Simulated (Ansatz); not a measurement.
# PH3F+ (SMILES F[PH3+]): levels of theory compared

Wanted: a comparison of 6 runs (B3LYP/STO-3G, BLYP/STO-3G, SVWN5/STO-3G, UPBE0/STO-3G, MP2/STO-3G, UMP2/STO-3G) of PH3F+. 

The results are computed with Ansatz 0.2.0.

3 further runs of the same task are left out: 1 that didn't finish, 2 set aside as unsound or not needed.

### Step 1. Starting point

PH3F+ has 5 atoms, charge +1, and is taken as a singlet. As SMILES, `F[PH3+]`. The H5–P2 distance was set to 3.457 Å, away from the relaxed value. At this shape a bond of the SMILES string is far longer than usual.

Bond lengths: F1–P2 1.558 Å, P2–H3 1.382 Å, P2–H4 1.383 Å. Angles: F1–P2–H3 102.8°, F1–P2–H4 102.8°, H3–P2–H4 115.3°.

### Step 2. A single-point energy at B3LYP/STO-3G (run 1)

File in.yaml:

```yaml
crystal:
  periodic: [false, false, false]
  atoms:
    - {symbol: F, position_ang: [-2.259473, -1.596469, 0.038841]}
    - {symbol: P, position_ang: [-0.771393, -1.869249, -0.332939]}
    - {symbol: H, position_ang: [-0.855803, -2.275489, -1.651629]}
    - {symbol: H, position_ang: [-0.407853, -2.855159, 0.565871]}
    - {symbol: H, position_ang: [0.718590, 1.208890, 0.170830]}
basis:
  gaussian:
    orbitals: STO-3G
total_charge: 1
accuracy: high
hamiltonian:
  xc: {name: B3LYP}
```

Launch:

```console
ansatz run in.yaml --threads 1 --pin off --max-ram 2610MiB --events-out events.jsonl --progress --plain --runs-dir runs
```

Standard output:

```text
Warning: RAYON_NUM_THREADS=1 ignored (pool sized by the plan → 1); use --threads N
Functional definition: B3LYP
  name "B3LYP"
  parameter a0 = 0.2
  parameter ax = 0.72
  parameter ac = 0.81
  exchange = (1 - a0 - ax)*slater_x + ax*b88_x + a0*exact_x
  correlation = (1 - ac)*vwn_rpa_c + ac*lyp_c
285 factors; integrals over basis functions are off by at most 3.3e-8 eV
mean field evaluation 1: about -11888.9986 eV, gradient 2.5e1 eV
mean field evaluation 2: about -11839.2411 eV, gradient 1.0e2 eV
mean field evaluation 4: about -11891.6590 eV, gradient 8.9e0 eV
mean field evaluation 8: about -11883.6652 eV, gradient 2.9e1 eV
mean field evaluation 16: about -11896.3003 eV, gradient 2.9e-5 eV
mean field -11896.30029786 eV, -437.1809723443 hartree, gradient 2.2e-8 eV, S^2 0.000000; 0 other end points of the search recorded, 0 dependent functions left out
reference -11896.30032563 eV, -437.1809733648 hartree; 13, 13 occupied and 4, 4 virtual orbitals, 285 factors
Total energy: -11896.30032563 eV, -437.1809733648 hartree
```

Wall time 0.64 s (1 thread of Intel Xeon Platinum 8559C (Emerald Rapids), shared host); peak memory 0.11 GiB.

### Step 3. A single-point energy at BLYP/STO-3G (run 2)

File input.yaml:

```yaml
basis:
  gaussian:
    orbitals: STO-3G
crystal:
  periodic: [false, false, false]
  atoms:
    - symbol: F
      position_ang: [-2.259473, -1.596469, 0.038841]
    - symbol: P
      position_ang: [-0.771393, -1.869249, -0.332939]
    - symbol: H
      position_ang: [-0.855803, -2.275489, -1.651629]
    - symbol: H
      position_ang: [-0.407853, -2.855159, 0.565871]
    - symbol: H
      position_ang: [0.718590, 1.208890, 0.170830]
total_charge: 1
hamiltonian:
  xc: {name: BLYP}
accuracy: high
```

Launch:

```console
ansatz run input.yaml --threads 1 --pin off --max-ram 2610MiB --events-out events.jsonl --progress --plain --runs-dir runs
```

Standard output:

```text
Warning: RAYON_NUM_THREADS=1 ignored (pool sized by the plan → 1); use --threads N
Functional definition: BLYP
  name "BLYP"
  parameter beta = 0.0042
  parameter a = 0.04918
  parameter b = 0.132
  parameter c = 0.2533
  parameter d = 0.349
  exchange = b88_x(beta = beta)
  correlation = lyp_c(a = a, b = b, c = c, d = d)
285 factors; integrals over basis functions are off by at most 3.3e-8 eV
mean field evaluation 1: about -11886.8809 eV, gradient 2.6e1 eV
mean field evaluation 2: about -11817.9421 eV, gradient 1.4e2 eV
mean field evaluation 4: about -11886.2797 eV, gradient 3.8e1 eV
mean field evaluation 8: about -11895.2684 eV, gradient 1.8e-1 eV
mean field evaluation 16: about -11891.6921 eV, gradient 2.2e1 eV
mean field -11895.24012421 eV, -437.1420116814 hartree, gradient 1.6e-8 eV, S^2 0.000000; 0 other end points of the search recorded, 0 dependent functions left out
reference -11895.24016178 eV, -437.1420130622 hartree; 13, 13 occupied and 4, 4 virtual orbitals, 285 factors
Total energy: -11895.24016178 eV, -437.1420130622 hartree
```

Wall time 0.56 s (1 thread of Intel Xeon Platinum 8559C (Emerald Rapids), shared host); peak memory 0.11 GiB.

Run 3 isn't shown in full; the table further down has it.

### Step 4. The energy at UPBE0/STO-3G (run 4)

File molecule.yaml:

```yaml
crystal:
  periodic: [false, false, false]
  atoms:
    - {symbol: F, position_ang: [-2.259473, -1.596469, 0.038841]}
    - {symbol: P, position_ang: [-0.771393, -1.869249, -0.332939]}
    - {symbol: H, position_ang: [-0.855803, -2.275489, -1.651629]}
    - {symbol: H, position_ang: [-0.407853, -2.855159, 0.565871]}
    - {symbol: H, position_ang: [0.718590, 1.208890, 0.170830]}
basis:
  gaussian:
    orbitals: STO-3G
total_charge: 1
magnetization:
  spin_polarized: true
hamiltonian:
  xc: {name: PBE0}
accuracy: high
```

Launch:

```console
ansatz run molecule.yaml --threads 1 --pin off --max-ram 2610MiB --events-out events.jsonl --progress --plain --runs-dir runs
```

Standard output:

```text
Warning: RAYON_NUM_THREADS=1 ignored (pool sized by the plan → 1); use --threads N
Functional definition: PBE0
  name "PBE0"
  parameter a = 0.25
  parameter kappa = 0.804
  parameter beta = 0.06672455060314922
  exchange = (1 - a)*pbe_x(kappa = kappa, mu = beta*pi^2/3) + a*exact_x
  correlation = pbe_c(beta = beta)
285 factors; integrals over basis functions are off by at most 3.3e-8 eV
mean field evaluation 1: about -11883.5955 eV, gradient 1.7e1 eV
mean field evaluation 2: about -11836.9616 eV, gradient 7.0e1 eV
mean field evaluation 4: about -11886.2908 eV, gradient 6.1e0 eV
mean field evaluation 8: about -11888.4947 eV, gradient 1.3e1 eV
mean field evaluation 16: about -11891.5040 eV, gradient 3.1e0 eV
mean field evaluation 32: about -11892.2457 eV, gradient 2.8e-1 eV
mean field -11892.23991944 eV, -437.0317561898 hartree, gradient 1.8e-8 eV, S^2 0.908147; 2 other end points of the search recorded, 0 dependent functions left out
reference -11892.23992098 eV, -437.0317562463 hartree; 13, 13 occupied and 4, 4 virtual orbitals, 285 factors
Total energy: -11892.23992098 eV, -437.0317562463 hartree
```

Run time: 1.7 s. Hardware: 1 thread of Intel Xeon Platinum 8559C (Emerald Rapids), shared host; peak memory 0.14 GiB.

Run 5 isn't shown in full; the table further down has it.

### Step 5. A single-point energy at UMP2/STO-3G (run 6)

File molecule.yaml:

```yaml
crystal:
  periodic: [false, false, false]
  atoms:
    - symbol: F
      position_ang: [-2.259473, -1.596469, 0.038841]
    - symbol: P
      position_ang: [-0.771393, -1.869249, -0.332939]
    - symbol: H
      position_ang: [-0.855803, -2.275489, -1.651629]
    - symbol: H
      position_ang: [-0.407853, -2.855159, 0.565871]
    - symbol: H
      position_ang: [0.718590, 1.208890, 0.170830]
basis:
  gaussian:
    orbitals: STO-3G
accuracy: high
magnetization:
  spin_polarized: true
  initial_magnetization: 0
correlation:
  method: mp2
  frozen_orbitals: {F: 1, H: 0, P: 5}
total_charge: 1
```

Launch:

```console
ansatz run molecule.yaml --threads 1 --pin off --max-ram 2610MiB --events-out events.jsonl --progress --plain --runs-dir runs
```

Standard output (excerpt; [...] marks lines left out):

```text
Warning: RAYON_NUM_THREADS=1 ignored (pool sized by the plan → 1); use --threads N
Functional definition: HF
  name "HF"
[...]
285 factors; integrals over basis functions are off by at most 3.3e-8 eV
[...]
mean field -11872.23892451 eV, -436.2967331832 hartree, gradient 1.4e-8 eV, S^2 1.001049; 9 other end points of the search recorded, 0 dependent functions left out
6 core orbitals not correlated: weight in the atoms' cores, before any rotation towards them, 1.000 or more for the frozen orbitals, at most 0.000 for the correlated occupied ones
reference -11872.23892451 eV, -436.2967331832 hartree; 7, 7 occupied and 4, 4 virtual orbitals, 285 factors
second order -1.55591123 eV of doubles, -0.00000000 eV of singles
Total energy: -11873.79483574 eV, -436.3539118662 hartree
```

It took 0.16 s on 1 thread of Intel Xeon Platinum 8559C (Emerald Rapids), shared host.

### Step 6. Overview of the runs

```
run         level  frozen core orbitals  energy (Eh)  wall time
  1  B3LYP/STO-3G                     –  -437.180973     0.64 s
  2   BLYP/STO-3G                     –  -437.142013     0.56 s
  3  SVWN5/STO-3G                     –  -435.228238     0.38 s
  4  UPBE0/STO-3G                     –  -437.031756      1.7 s
  5    MP2/STO-3G                     6  -436.282087      0.1 s
  6   UMP2/STO-3G                     6  -436.353912     0.16 s
```

### Step 7. What came out

| quantity | value |
| --- | --- |
| run 6: total energy | -436.35391 Eh |
| run 6: correlation energy (6 core orbitals frozen) | -57.2 mEh |
| run 6: ⟨S²⟩ of the reference determinant | 1.001 |

In words: Totals of different functionals can't be ranked against each other. In run 5 the log says that unrestricted orbitals would lower the reference, so the values rest on an unstable closed-shell determinant (other closed-shell runs at this shape may share the fault). In runs 1, 2, 3, 4, 5, 6 the basis is minimal, so the values are rough. Spin contamination of the reference: run 6 ⟨S²⟩ = 1.00, run 4 ⟨S²⟩ = 0.91. Where it is this large, the reference is a mixture of spin states, and values that rest on it are in doubt. All runs together took 3.5 s, the longest 1.7 s.
